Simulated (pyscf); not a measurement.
## Substitution at O: HO–Si(OH)(F)–F (SMILES O[Si](O)(F)F) + H• (SMILES [H]) → HO–Si(OH)(F)–F (SMILES O[Si](O)(F)F) + H• (SMILES [H])

Gas phase, doublet surface, charge 0. Bonds broken: O1–H8. Bonds formed: O1–H6. Optimised with ωB97X-D3(BJ)/def2-SVP in PySCF.

Transition state (Å):

```xyz
8

O     -0.4664     1.6998    -0.7491
Si    -0.9530     0.1529    -0.2456
O      0.0597    -0.9707    -0.8471
F     -2.4737    -0.1480    -0.6701
F     -0.9455     0.1515     1.3605
H     -0.1692     2.3975     0.1327
H     -0.1711    -1.9022    -0.7589
H     -0.5359     1.6920    -1.9041
```

One imaginary mode, 2883i cm⁻¹; descent along it reached the two sides named.

```csv
bond,change,reactant side (Å),saddle,product side
O1–H8,breaks,0.962,1.157,3.2
O1–H6,forms,3.3,1.163,0.962
```

Electronic energies relative to the separated reactants (eV):

```csv
level,barrier,reaction energy,reverse barrier
ωB97X-D3(BJ)/def2-TZVP,1.67,0.00,1.67
PBE/def2-TZVP,1.09,0.00,1.09
r²SCAN/def2-TZVP,1.22,0.00,1.22
B3LYP-D3(BJ)/def2-TZVP,1.28,0.00,1.28
PBE0-D3(BJ)/def2-TZVP,1.39,0.00,1.39
M06-2X/def2-TZVP,1.55,0.00,1.55
ωB97M-D3(BJ)/def2-TZVP,1.52,0.00,1.52
HF/def2-TZVP,2.55,0.00,2.55
```

With ωB97M-D3(BJ)/def2-TZVP energies and thermal terms (ideal gas, 1 atm, RRHO with modes under 100 cm⁻¹ raised to 100, one conformer, R ln 2 for chiral ones without a mode under 150 cm⁻¹), in eV:

```tsv
T (K)	ΔH‡	ΔG‡	ΔH	ΔG
298	1.38	1.67	0.00	0.00
600	1.37	1.97	0.00	0.00
900	1.36	2.27	0.00	0.00
1200	1.36	2.57	0.00	0.00
```

This is the saddle that the search found; another between the same sides may lie lower. The angle at the attacked O is 141°.
